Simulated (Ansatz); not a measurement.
# CHP (triplet): the correlation ladder, def2-QZVPP

One table from this session's results is given with a row withheld; the runs are named, their logs left out.

Computed with Ansatz 0.2.0, Gaussian basis. Level: def2-QZVPP, core rule «outside noble gas», up to 6 orbitals frozen.

The runs, in order: UHF; ROHF; CCSD(T) on UHF.

2 further runs of the same task are left out: 2 set aside as unsound or not needed.

## What is computed

The geometry is a PBE0/def2-TZVP stationary point (not a proven minimum).

3 atoms, charge 0, spin multiplicity 3.

Atoms are counted from 1 here; the program's logs count them from 0.

Bond lengths: C1–P2 1.672 Å, C1–H3 1.091 Å. Angles: P2–C1–H3 130.8°.

Set-up of the first run:

in.yaml

```yaml
crystal:
  periodic: [false, false, false]
  atoms:
    - {symbol: C, position_ang: [0.000000, -0.134864, 1.152874]}
    - {symbol: P, position_ang: [0.000000, 0.032285, -0.510338]}
    - {symbol: H, position_ang: [0.000000, 0.614934, 1.944837]}
basis:
  gaussian: {orbitals: "def2-QZVPP.json"}
magnetization: {spin_polarized: true, initial_magnetization: 2}
hamiltonian: {xc: hf}
output: {orbitals: {seedname: orbitals}}
```

Started as:

```console
$ ansatz run in.yaml --threads 1 --pin off --events-out ev --progress --plain --max-ram 2393MiB
```

Steps of the session up to this table: UHF; ROHF; CCSD(T) on UHF.

One table of the session follows, with a row left open; its other results are not shown here.

| method | from UCCSD(T) (meV) |
| --- | --- |
| ROHF | +8543.0 |
| UMP2 | +1532.0 |
| UCCSD | ? |
| UCCSD(T) | 0 |

Estimate the missing values for UCCSD.

**Answer.** from UCCSD(T) (meV): +472.1. In the column «from UCCSD(T) (meV)» it lies between UCCSD(T) (0) and UMP2 (+1532.0).

Left out of the table: UHF (another determinant or state than the rows shown).

Limits of these values: Warnings: spin contamination; coupled cluster took another determinant than the lowest.
